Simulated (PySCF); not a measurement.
## TDDFT excited states: C2H5ClO2S

Compound: C₂H₅ClO₂S.
SMILES: `CCS(=O)(=O)Cl`

Theory: TDDFT B3LYP/def2-SVPD, vertical, gas phase, core orbitals frozen in the response (PySCF). The structure is a single GFN2-xTB conformer in the gas phase; no vibrational or solvent corrections. Torsions of this conformer, `[CH3:1][CH2:2][S:3](=[O:4])(=[O:5])[Cl:6]`: C1–C2–S3–O4 -48°.

```
state  E (eV)  E (hartree)       f  main configurations (H = HOMO, L = LUMO)
   S1    5.72       0.2104  0.0044                                 H→L (97%)
   S2    6.30       0.2315   0.026                  H-1→L (70%), H-2→L (16%)
   S3    6.42       0.2361   0.011                  H-2→L (73%), H-3→L (15%)
   S4    6.58       0.2418   0.038                  H-3→L (77%), H-1→L (12%)
   S5    7.40       0.2719  0.0082                  H-5→L (73%), H-4→L (22%)
   S6    7.66       0.2813   0.122                  H-4→L (62%), H-5→L (19%)
   S7    7.95       0.2920  0.0007                               H→L+1 (94%)
   S8    8.14       0.2990   0.032                               H-6→L (93%)
```

Triplets (Tamm–Dancoff): T1 5.13 eV, H→L (96%); T2 5.53 eV, H-1→L (87%); T3 5.85 eV, H-3→L (68%), H-2→L (23%).

The lowest singlet lies at 5.72 eV (217 nm, ultraviolet) and is very weak; its leading configuration is HOMO→LUMO (97%). The strongest level in the table is S6 at 7.66 eV (162 nm, f = 0.122). Löwdin shares by element: HOMO oxygen 55%, chlorine 42%; LUMO chlorine 43%, sulfur 27%, oxygen 19%. Orbital energies (eV): HOMO-3 -9.71, HOMO-2 -9.57, HOMO-1 -9.25, HOMO -8.86, LUMO -1.88, LUMO+1 -0.04, LUMO+2 0.58. Of the 8 states listed, 5 reach f = 0.01 and none stays under 0.0005. Weighted by f, the mean energy of these states is 7.31 eV. The window holds the lowest 8 singlets.
